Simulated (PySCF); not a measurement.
How the method moves the proton affinities of dimethyl disulfide

Structure: `CSSC` (C2H6S2). Non-hydrogen atoms are numbered in `[CH3:1][S:2][S:3][CH3:4]`.

All levels share the PBE0-D3(BJ)/def2-SVP structures and the PBE0-D3(BJ)/def2-SVP thermal terms; only the single-point energies (PySCF) change. Values are proton affinities (298 K, kJ/mol).

Measured (NIST Chemistry WebBook): proton affinity (−ΔH) 815 kJ/mol.

```jsonl
{"level": "HF/aug-pcseg-1", "S2": "806", "time": "3 s"}
{"level": "M06-L/def2-TZVP (grid 3)", "S2": "816", "time": "62 s"}
{"level": "ωB97X-D3(BJ)/def2-TZVP", "S2": "818", "time": "–"}
{"level": "TPSSh-D3(BJ)/def2-TZVP (grid 3)", "S2": "823", "time": "45 s"}
```

Times are wall times for all single points of a level on 1 thread of Arm Neoverse V1, a shared host; the dash marks the run that also made the structures. M06-L ran on a slower path of this set-up, which computes the density-fitting integrals anew in every SCF cycle while the other levels store them. So the times needn't show the usual order of cost, and those levels read slower than they are.

Hartree-Fock leaves out electron correlation, so its proton affinities can be off by tens of kJ/mol.

The spread: 17 kJ/mol, from 806 to 823.
